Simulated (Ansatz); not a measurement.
Ansatz (a quantum-chemistry and plane-wave program) input (SVWN5/def2-TZVP):

Ansatz 0.2 input:
```yaml
crystal:
  periodic: [false, false, false]
  atoms:
    - {symbol: C, position_ang: [-0.00000000, 0.00000000, -0.00000000]}
    - {symbol: H, position_ang: [0.62054657, 0.62688914, 0.63896175]}
    - {symbol: H, position_ang: [-0.64285838, -0.62489528, 0.61852983]}
    - {symbol: H, position_ang: [0.63693263, -0.63278043, -0.61664082]}
    - {symbol: H, position_ang: [-0.61462083, 0.63078657, -0.64085076]}
basis:
  gaussian:
    orbitals: def2-TZVP
hamiltonian:
  xc: {name: SVWN5}
relax: {f_tol: 0.003, max_steps: 100}
```

Output:

```
Functional definition: SVWN5
integrals: 0.01 GiB planned
356 factors; their error is unknown
mean field: 0.08 GiB planned
mean field evaluation 1: about -1083.3930 eV, gradient 6.1e1 eV
mean field evaluation 2: about -1074.2352 eV, gradient 7.8e1 eV
mean field evaluation 4: about -1091.6289 eV, gradient 2.8e-1 eV
mean field evaluation 8: about -1091.6154 eV, gradient 3.1e-3 eV
mean field -1091.61541957 eV, -40.1161267458 hartree, gradient 3.7e-5 eV, S^2 0.000000; 0 other end points of the search recorded, 0 dependent functions left out
the calculation of the forces begins
reference -1091.61544453 eV, -40.1161276628 hartree; 5, 5 occupied and 50, 50 virtual orbitals, 356 factors
relax step   1: F+E_penalty+E_count = -1091.61541957 eV  Δ(F+E_penalty+E_count) = +0.000e0 eV  max|allowed force component| = 1.710e-1 eV/Å  Δτ_max = 0.0000 Å  (21 SCF iters, accepted)
these checks for a lower state are left out or cut short: starts, cluster_reference, orbital_swaps, neighbouring_geometries, increment
integrals: 0.01 GiB planned
356 factors; their error is unknown
mean field: 0.08 GiB planned
mean field evaluation 16: about -1091.6199 eV, gradient 2.6e-1 eV
mean field -1091.61999702 eV, -40.1162949638 hartree, gradient 1.8e-6 eV, S^2 0.000000; 0 other end points of the search recorded, 0 dependent functions left out
the calculation of the forces begins
reference -1091.62002204 eV, -40.1162958832 hartree; 5, 5 occupied and 50, 50 virtual orbitals, 356 factors
relax step   2: F+E_penalty+E_count = -1091.61999702 eV  Δ(F+E_penalty+E_count) = -4.577e-3 eV  max|allowed force component| = 4.854e-2 eV/Å  Δτ_max = 0.0062 Å  (24 SCF iters, accepted)
these checks for a lower state are left out or cut short: starts, cluster_reference, orbital_swaps, neighbouring_geometries, increment
integrals: 0.01 GiB planned
356 factors; their error is unknown
mean field: 0.08 GiB planned
mean field -1091.62040838 eV, -40.1163100810 hartree, gradient 1.8e-6 eV, S^2 0.000000; 0 other end points of the search recorded, 0 dependent functions left out
the calculation of the forces begins
reference -1091.62043342 eV, -40.1163110012 hartree; 5, 5 occupied and 50, 50 virtual orbitals, 356 factors
relax step   3: F+E_penalty+E_count = -1091.62040838 eV  Δ(F+E_penalty+E_count) = -4.114e-4 eV  max|allowed force component| = 6.794e-4 eV/Å  Δτ_max = 0.0025 Å  (24 SCF iters, accepted)
integrals: 0.01 GiB planned
356 factors; their error is unknown
mean field: 0.08 GiB planned
mean field evaluation 32: about -1091.6203 eV, gradient 2.6e-1 eV
mean field -1091.62040838 eV, -40.1163100810 hartree, gradient 1.8e-6 eV, S^2 0.000000; 1 other end points of the search recorded, 0 dependent functions left out
the calculation of the forces begins
reference -1091.62043342 eV, -40.1163110012 hartree; 5, 5 occupied and 50, 50 virtual orbitals, 356 factors
Total energy: -1091.62043342 eV, -40.1163110012 hartree
Atom 0 at    -0.000000    -0.000000     0.000000 Å, force     0.000000    -0.000000    -0.000000 eV/Å
Atom 1 at     0.625472     0.631865     0.644033 Å, force     0.000656     0.000662     0.000675 eV/Å
Atom 2 at    -0.647961    -0.629855     0.623439 Å, force    -0.000679    -0.000660     0.000654 eV/Å
Atom 3 at     0.641988    -0.637803    -0.621535 Å, force     0.000673    -0.000669    -0.000652 eV/Å
Atom 4 at    -0.619499     0.635793    -0.645937 Å, force    -0.000649     0.000667    -0.000677 eV/Å
Dipole moment:    -0.000000     0.000000     0.000000 e Å
```
